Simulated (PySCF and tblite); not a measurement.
Results of a calculation; reference values are marked as such.
C4H7N, numbered as in [C-:1]#[N+:2][CH2:3][CH2:4][CH3:5].

Search: ETKDG and KDG, MMFF94s, GFN2-xTB, 60 starts; geometries at PBE0-D3(BJ)/def2-SVP. Weights use PBE0-D3(BJ)/pcSseg-1 (IEF-PCM, chloroform) energies plus GFN2-xTB zero-point and thermal terms (modes under about 100 cm⁻¹ blended into free rotors). Symmetry numbers and mirror images are counted. Conformers within 3 kcal/mol (GFN2-xTB free energy) were kept, 3 at most. (PySCF 2.14, tblite 0.8.)

Rotational constants are equilibrium values for the commonest isotopes; dipoles come from the energy level named and are polarised by its solvent model.

Torsions listed: N2–C3–C4–C5. Of a mirror pair one member is shown.

| conformer | shape | symmetry |
| --- | --- | --- |
| 1 | -61° | C1 (pair) |
| 2 | 180° | Cs |

Task: Give the rotational constants and dipole components.

Result: 
| conformer | A (MHz) | B (MHz) | C (MHz) | abs μa (D) | abs μb (D) | abs μc (D) | κ | Ic−Ia−Ib (u Å²) |
| --- | --- | --- | --- | --- | --- | --- | --- | --- |
| 1 | 10329 | 3457 | 2850 | 3.64 | 2.70 | 0.57 | -0.84 | -17.8 |
| 2 | 23989 | 2407 | 2281 | 4.47 | 1.37 | 0.00 | -0.99 | -9.5 |

Task: Which type of transition is strongest for conformer 1?

Result: a-type, since that component is clearly the largest; the top is near-prolate.
